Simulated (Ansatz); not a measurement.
A run of Ansatz (development build ahead of 0.2.0) on singlet P2 at this shape:

```yaml
atoms:
  - { symbol: P, position_ang: [-0.0301, 0.0293, -0.8102] }
  - { symbol: P, position_ang: [-0.0031, -0.0321, 0.8314] }
```

Its results:

```yaml
Converged: yes
Total_energy: -681.26124 hartree
Spin_squared_of_the_determinant: 0.000
```

**Question.** Which input gives this output? Name the method, the orbitals and the basis set, and write the input.

**Answer.** RHF in 6-31G. An unrestricted run that stays on the closed shell gives the same numbers.

```yaml
crystal:
  periodic: [false, false, false]
  atoms:
    - { symbol: P, position_ang: [-0.03006, 0.02933, -0.81017] }
    - { symbol: P, position_ang: [-0.00313, -0.03206, 0.8314] }
basis:
  gaussian: { orbitals: "6-31G" }
hamiltonian:
  xc: hf
```

Caution: no unrestricted run beside it, a lower state can exist.
